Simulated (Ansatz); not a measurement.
**B₂H₂ (triplet): the correlation ladder at distance B1–H3 = 1.438 Å, 6-31G**

Aim: climb from Hartree-Fock through coupled cluster and multireference methods for B₂H₂ (triplet) at one geometry and basis, and see what each rung misses.

Method: 6-31G, core rule «outside noble gas», up to 2 orbitals frozen; program: Ansatz 0.2.0, Gaussian basis.

Plan: UHF; CCSD(T) on ROHF; CCSD(T) on UHF; BCCD(T) on ROHF; CISD; CCSDT(Q) on ROHF; CCSDT(Q) on UHF; CASSCF and MRCISD+Q, 4 electrons in 4 orbitals; CASSCF and NEVPT2, 4 electrons in 4 orbitals; CASSCF and MRCISD+Q, 8 electrons in 10 orbitals; CASSCF and NEVPT2, 8 electrons in 10 orbitals; Full CI.

20 further runs of the same task are left out: 2 for a mislabelled method, 12 that didn't finish, 6 set aside as unsound or not needed.

### 1 The system

The geometry derives from a PBE0/def2-TZVP stationary point (not a proven minimum). One bond is set to the value named and the two fragments are kept rigid.

4 atoms, charge 0, spin multiplicity 3.

Atoms are counted from 1 here; the program's logs count them from 0.

Bond lengths: B1–B2 1.585 Å, B1–H3 1.438 Å, B1–H4 1.197 Å. Angles: B2–B1–H3 118.9°, B2–B1–H4 118.9°, H3–B1–H4 122.2°.

### 2 UHF

The input, in.yaml:

```yaml
crystal:
  periodic: [false, false, false]
  atoms:
    - {symbol: B, position_ang: [0.000000, -0.009001, 0.670660]}
    - {symbol: B, position_ang: [0.000000, -0.009001, -0.914422]}
    - {symbol: H, position_ang: [0.000000, 1.249964, 1.365535]}
    - {symbol: H, position_ang: [0.000000, -1.056869, 1.249022]}
basis:
  gaussian: {orbitals: 6-31G}
magnetization: {spin_polarized: true, initial_magnetization: 2}
hamiltonian: {xc: hf}
output: {orbitals: {seedname: orbitals}}
```

Run with:

```
ansatz run in.yaml --threads 1 --pin off --events-out ev --progress --plain --max-ram 2393MiB
```

Further steps of the session: CCSD(T) on ROHF; CCSD(T) on UHF; BCCD(T) on ROHF; CISD; CCSDT(Q) on ROHF; CCSDT(Q) on UHF; CASSCF and MRCISD+Q, 4 electrons in 4 orbitals; CASSCF and NEVPT2, 4 electrons in 4 orbitals; CASSCF and MRCISD+Q, 8 electrons in 10 orbitals; CASSCF and NEVPT2, 8 electrons in 10 orbitals; Full CI.

**Question.** What will the summary of the whole plan be? Wanted: FCI below the RHF energy; RMP2 from FCI; UMP2 from FCI; RCCSD from FCI; RCCSD(T) from FCI; UCCSD(T) from FCI; RCCSDT(Q) from FCI; UCCSDT(Q) from FCI; NEVPT2 pair from FCI.

As calculated:

| quantity | value |
| --- | --- |
| FCI below the RHF energy | -2.9515 eV |
| RMP2 from FCI | +868.3 meV |
| UMP2 from FCI | +856.0 meV |
| RCCSD from FCI | +111.6 meV |
| RCCSD(T) from FCI | +33.1 meV |
| UCCSD(T) from FCI | +32.2 meV |
| RCCSDT(Q) from FCI | +0.9 meV |
| UCCSDT(Q) from FCI | +0.4 meV |
| NEVPT2 pair from FCI | +756.3 meV |
| MRCISD+Q pair from FCI | +35.9 meV |
| NEVPT2 valence from FCI | +233.9 meV |
| levels within 1 kcal/mol (43 meV) | RCCSD(T), UCCSD(T), BCCD(T), RCCSDT, UCCSDT, RCCSDT(Q), UCCSDT(Q), MRCISD+Q pair, MRCISD valence, MRCISD+Q valence |
| T1 diagnostic | 0.034 |
| effectively unpaired electrons | 2.05 |

**Reading.** RCCSD(T) misses by +33.1 meV, 1.1 % of the correlation energy. One determinant dominates. Of the multireference levels listed MRCISD+Q valence comes nearest in total energy (+9.9 meV), which doesn't show that its space is the better one. These misses are within one basis, not against nature; the frozen cores of restricted and unrestricted runs differ, which can shift their rows.
